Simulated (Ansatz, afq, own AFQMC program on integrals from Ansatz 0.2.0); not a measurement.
AFQMC on a folder of integrals that Ansatz 0.2.0 wrote.

```yaml
crystal:
  periodic: [false, false, false]
  atoms:
    - {symbol: Al, position_ang: [0.000000, 0.000000, 0.000000]}
    - {symbol: P, position_ang: [0.000000, 0.000000, 2.208000]}
basis:
  gaussian: {orbitals: cc-pVDZ}
magnetization: {spin_polarized: true, initial_magnetization: 2}
correlation: {method: ccsd_t, electrons: outside_noble_gas, hamiltonian_folder: ham}
```

```sh
$ ansatz run in.yaml --threads 1 --pin off --events-out ev --progress --plain --max-ram 1843MiB
```

Options of the walk:

```
--method free --trial cisd --walkers 70 --time-step 0.03 --max-blocks 80 --target-error 0.00034 --factor-cut 1e-05 --seed 5944 --times 0,0.3,0.6,1.2,1.8,2.4,3.6,4.8,6 --taylor-order 8
```

Times are imaginary, in 1/Eh. The walk had a cap of 478 s.

afq prints:

```
orbitals 26  electrons 5 3  factors 181 of 374
reference energy -582.60114870 Eh
CCSD correlation -0.15792822 Eh in 13 cycles, weight of the determinant in the CISD state 0.8543
repeat  energy at the last time / Eh  error
    10  -582.770797  0.001652
    20  -582.769994  0.001125
    30  -582.770075  0.000963
    40  -582.769849  0.000867
    50  -582.769441  0.000749
    60  -582.769443  0.000650
    70  -582.769277  0.000588
    80  -582.769333  0.000552
time / (1/Eh)  energy / Eh  error  mean overlap
  0.00  -582.759056  0.000119  1.1706
  0.30  -582.762980  0.000178  1.1633
  0.60  -582.765015  0.000180  1.1627
  1.20  -582.767227  0.000232  1.1608
  1.80  -582.767752  0.000290  1.1748
  2.40  -582.768545  0.000298  1.1797
  3.60  -582.768764  0.000338  1.1802
  4.80  -582.769050  0.000423  1.2017
  6.00  -582.769333  0.000552  1.1904
energy -582.769333 +/- 0.000552 Eh
```

The run passed its tests (error under three times the target), which doesn't prove that it has relaxed.

Against this walk (error 15.0 meV) on the same determinant: CCSD(T) 66.4 meV higher, CCSDT(Q) 5.5 meV lower (within the noise). The error is statistical, and a free projection of finite length keeps a remainder of its start.

Cautions: remainder of the start not in the error; error above the target (15.0 against 9.3 meV); lower spins were not checked; an unrestricted solution with more broken spin lies lower (270 meV, ⟨S²⟩ 2.23); unrestricted determinant slightly spin contaminated (⟨S²⟩ 2.08 against 2.00).

The walk took 2.3 min on 1 thread of Arm Neoverse V1 (shared host). The log's last line is the free-projection energy.

CCSDT and higher add their correlation energy to the determinant of the CCSD(T) run, since their own runs factorise the integrals more tightly (a shift of under 2 meV). A walk keeps the symmetry of its determinant, which the program's search chose and which needn't be the lowest solution, so a lower state of the same spin and another symmetry isn't excluded.
